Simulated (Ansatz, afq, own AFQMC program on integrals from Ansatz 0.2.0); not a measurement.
Atomization energy of SiGeH₂, triplet

```yaml
atoms:
  - { symbol: Si, position_ang: [0.0000, 0.0000, 1.6381] }
  - { symbol: Ge, position_ang: [0.0000, 0.0000, -0.7039] }
  - { symbol: H, position_ang: [0.0000, 1.1919, 2.5412] }
  - { symbol: H, position_ang: [0.0000, -1.1919, 2.5412] }
```

Connectivity, by distances: SiH2–Ge.

Atoms in their ground-state spins without spin–orbit coupling (mostly on UHF) minus the molecule (UHF), without zero-point energy. The geometry is a stationary point, not shown to be a minimum.

Basis cc-pVDZ. Noble-gas cores (and the filled d shells of Ga–Kr and In–Xe) are frozen. Ansatz 0.2.0 and our own AFQMC program on the same integrals; the CISD trial comes from CCSD amplitudes, and released means the phaseless constraint is let go. Uncertainties: one standard error, sampling alone. No spin–orbit coupling. The errors of all members are added in quadrature.

No full CI on the walks' own integrals is used here; CCSDT(Q) serves as the reference and is uncertain by about the last step of the cluster series. Each member takes its own surest rung, up to full CI.

The best estimate is CCSD(T) at the basis-set limit (CBS: def2-TZVPP and def2-QZVPP, with their diffuse functions for anions and beside diffuse sets, CCSD(T) itself extrapolated) plus the step from CCSD(T) to CCSDT(Q) in cc-pVDZ. Rows without CBS are in cc-pVDZ, the functionals in def2-TZVP; B2PLYP and the wave-function rows carry a basis error of their own. Core correlation and relativity beyond core potentials are missing, and ± holds the sampling alone.

Cautions: inner d shell frozen; no relativity below Rb; no spin-orbit coupling; SiGeH₂ (triplet): another spin lies lower, the ph-AFQMC/CISD walk drifts between its halves (2.5 errors).

Best estimate: 863.2 kJ/mol.

| level | atomization energy (kJ/mol) | error against the best estimate (kJ/mol) |
| --- | --- | --- |
| HF | 597.8 | -265.4 |
| MP2 | 751.5 | -111.7 |
| CCSD | 756.2 | -107.1 |
| CCSD(T) | 767.0 | -96.2 |
| CCSDT | 768.9 | -94.4 |
| CCSDT(Q) | 769.6 | -93.6 |
| ph-AFQMC/CISD | 770.5 ± 1.4 | -92.8 ± 1.4 |
| released AFQMC | 770.3 ± 1.1 | -92.9 ± 1.1 |
| HF/CBS | 625.0 | -238.2 |
| MP2/CBS | 838.5 | -24.7 |
| CCSD(T)/CBS | 860.7 | -2.5 |
| PBE | 872.2 | 9.0 |
| r2SCAN | 887.4 | 24.2 |
| PBE0 | 861.8 | -1.4 |
| B3LYP | 863.1 | -0.2 |
| wB97M-V | 861.2 | -2.0 |
| B2PLYP | 844.9 | -18.4 |

Correlation beyond CCSD(T) adds 2.5 kJ/mol. Going to the basis-set limit adds 93.7 kJ/mol at CCSD(T). The perturbative (T) step is worth +10.8 kJ/mol.

Best estimates are given only where the step beyond CCSD(T) is under 0.3 eV and no member's determinant is very poor (T1 over 0.05, or 0.07 for open shells, ⟨S²⟩ too high by 0.3, two states mixed), so the hardest cases are missing from such tables.

The functionals ran in a triple-zeta set and keep a basis error of their own, a few kJ/mol for each bond in atomization energies and more for double hybrids, so close places among them and the extrapolated levels can swap.

CCSDT and higher add their correlation energy to the determinant of the CCSD(T) run, since their own runs factorise the integrals more tightly (a shift of under 2 meV). Each member of a difference takes its own highest rung, so a best estimate needn't equal the limit plus the step of one row. A walk keeps the symmetry of its determinant, which the program's search chose and which needn't be the lowest solution, so a lower state of the same spin and another symmetry isn't excluded. Released energies are given only where the last usable release times agree within the noise; a slower fall can still hide under it.
